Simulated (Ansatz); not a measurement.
`CC[SiH2]C` + H₂ → `CC[SiH3]` + CH₄  (hydrogenolysis of the Si–C bond)

Gas-phase electronic energies from Ansatz, PBE0-D4/def2-TZVP geometries. CCSD(T)/CBS is the MP2 limit (def2-TZVPP, def2-QZVPP) plus CCSD(T) − MP2 in def2-TZVPP, frozen cores. This one scheme is used for every species. DFT in def2-TZVPP. Each species was taken in one conformer, which may not be the lowest.

`CC[SiH2]C`:

```xyz
14

C    -0.333    1.598   -0.798
C    -1.133    0.463   -0.165
Si   -0.123   -0.635    0.977
C     1.302   -1.451    0.076
H     0.484    1.217   -1.417
H    -0.959    2.226   -1.438
H     0.110    2.245   -0.037
H    -1.579   -0.169   -0.942
H    -1.973    0.865    0.411
H     0.412    0.191    2.099
H    -1.006   -1.683    1.567
H     0.939   -2.067   -0.750
H     1.871   -2.094    0.751
H     1.988   -0.706   -0.333
```

H₂:

```xyz
2

H    -0.109    0.172    0.313
H     0.109   -0.172   -0.313
```

`CC[SiH3]`:

Z-matrix (Å, degrees):
```
C
C 1 1.526
H 1 1.093 2 111.4
H 1 1.093 2 111.6 3 120.1
H 1 1.093 2 111.4 3 -119.8
Si 2 1.876 1 113.4 3 59.9
H 2 1.095 1 110.5 3 -178.6
H 2 1.095 1 110.5 3 -61.7
H 6 1.489 2 110.4 1 -59.6
H 6 1.489 2 110.4 1 59.7
H 6 1.489 2 111.1 1 -180.0
```

CH₄:

```xyz
5

C     0.000    0.000    0.000
H     0.127   -0.190   -1.065
H     0.960   -0.106    0.505
H    -0.710   -0.716    0.414
H    -0.377    1.012    0.146
```

```
             level  ΔE (kcal/mol)  difference from CCSD(T)/CBS
            PBE-D4           -5.9                          0.3
           BLYP-D4           -6.5                         -0.3
         r2SCAN-D4           -6.0                          0.2
          BHLYP-D4           -7.9                         -1.7
           ωB97M-V           -6.3                         -0.1
           r2SCANh           -6.6                         -0.4
      MP2/def2-SVP           -8.5                         -2.3
CCSD(T)/def2-TZVPP           -6.8                         -0.6
     HF/def2-QZVPP          -11.9                         -5.7
SCS-MP2/def2-QZVPP           -6.7                         -0.5
       CCSD(T)/CBS           -6.2                            0
```

Largest T1 diagnostic among the species: 0.010.

Leaving LDA and LC-ωPBE aside and taking each functional with its dispersion term where it has one, the values, not all of them listed here, spread over 3.0 kcal/mol, from B2PLYP to revPBE-D4. LDA lies +1.5 kcal/mol from PBE without D4. The D4 term adds +2.1 kcal/mol with B3LYP and +1.2 kcal/mol with PBE0; it sums over pairs of atoms, weighted by their polarisabilities, and B3LYP, whose exchange is more repulsive, gets the larger term. At CCSD(T), def2-SVP lies −3.7 kcal/mol from the extrapolated value and def2-TZVPP −0.6 kcal/mol.

B3LYP here is the variant with VWN-RPA as its local correlation; programs differ in this.
